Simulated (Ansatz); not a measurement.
```yaml
crystal:
  periodic: [false, false, false]
  atoms:
    - {symbol: B, position_ang: [-0.732345, 0.010684, 0.004462]}
    - {symbol: O, position_ang: [0.591496, -0.056705, -0.003304]}
    - {symbol: H, position_ang: [-1.319196, 1.035499, 0.001711]}
    - {symbol: H, position_ang: [-1.295723, -1.016977, 0.014342]}
    - {symbol: H, position_ang: [1.080888, 0.766982, -0.011458]}
basis:
  gaussian: {orbitals: def2-TZVP}
hamiltonian: {xc: pbe0}
relax: {f_tol: 0.004, max_steps: 80}
```

```sh
$ ansatz run in.yaml --threads 1 --pin off --events-out ev --progress --plain --max-ram 2176MiB
```

Steps of the relaxation (energy above the last step; positions in Å, forces in eV/Å):

```
5
step 1, 33.3 meV
B    -0.732    0.011    0.004   -0.455    0.108    0.002
O     0.591   -0.057   -0.003    1.076   -0.228   -0.005
H    -1.319    1.035    0.002   -0.157    0.511   -0.002
H    -1.296   -1.017    0.014   -0.341   -0.561    0.006
H     1.081    0.767   -0.011   -0.123    0.170    0.000
```

```
5
step 2, 8.2 meV
B    -0.733    0.005    0.004   -0.225    0.076    0.001
O     0.603   -0.058   -0.003    0.480   -0.183   -0.002
H    -1.313    1.051    0.002   -0.022    0.153   -0.001
H    -1.310   -1.036    0.015   -0.090   -0.145    0.001
H     1.077    0.777   -0.011   -0.142    0.099    0.000
```

```
5
step 3, 1.7 meV
B    -0.732    0.000    0.005   -0.025    0.062    0.000
O     0.613   -0.062   -0.003    0.086   -0.102    0.000
H    -1.300    1.061    0.001    0.020   -0.032    0.000
H    -1.318   -1.045    0.015    0.021    0.040    0.000
H     1.063    0.786   -0.011   -0.102    0.032    0.000
```

```
5
step 6, 0.0 meV
B    -0.728   -0.002    0.005    0.000    0.000    0.000
O     0.618   -0.069   -0.003    0.000    0.000    0.000
H    -1.289    1.061    0.001    0.000    0.000    0.000
H    -1.320   -1.042    0.015    0.000    0.000    0.000
H     1.044    0.792   -0.011    0.000    0.000    0.000
```

Close pairs at the end: O2–H5 0.961 Å, B1–H4 1.196 Å, B1–H3 1.202 Å, B1–O2 1.348 Å.

A stationary point of restricted PBE0 after 6 steps (its stability towards spin polarisation wasn't tested); no frequencies were run, so it isn't proven a minimum. 3.7 s on 1 thread of Intel Xeon 6975P-C, shared host.
